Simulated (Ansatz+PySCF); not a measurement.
# singlet C4H5N: levels of theory in one basis

```xyz
10

N     1.1173    0.0000    0.0000
C     0.3342    1.1192    0.0000
C    -0.9829    0.7107    0.0000
C    -0.9829   -0.7107    0.0000
C     0.3342   -1.1192    0.0000
H     2.1270    0.0000    0.0000
H     0.7706    2.1157    0.0000
H    -1.8524    1.3654    0.0000
H    -1.8524   -1.3654    0.0000
H     0.7706   -2.1157    0.0000
```

Basis set: def2-SVP (spherical functions). Correlated methods keep 5 orbitals frozen. Charge 0, multiplicity 1.

Computed with Ansatz (development build ahead of 0.2.0); each method stands on the lowest determinant of its kind that the runs found. NEVPT2 correlates all electrons. Active spaces start from the frontier orbitals, and the lowest solution found is given.

| method | E − E(RHF) (eV) | <S²> of the determinant |
| --- | --- | --- |
| RHF | 0.00 | 0.00 |
| RHF-MP2 | -18.90 | – |
| CASSCF(6,5) | -1.31 | – |
| CASSCF(2,2) | -0.50 | – |
| SC-NEVPT2(6,5) | -18.91 | – |

(1) What does SC-NEVPT2(2,2) give on the same scale?

(2) Is a single determinant a sound starting point here?

Results:

(1) -19.22 eV. NEVPT2 here correlates all electrons, so it doesn't share the others' frozen core.

(2) By this sign, yes. Unrestricted orbitals gain 0.00 eV and <S²> is 0.00 against 0.00 for a pure state. The CASSCF(6,5) natural occupations are 1.98, 1.98, 1.97, 0.04, 0.02. The CASSCF(2,2) natural occupations are 1.94, 0.06.

Caution for CASSCF(6,5), CASSCF(2,2), SC-NEVPT2(6,5): other starts end on other solutions of this active space.
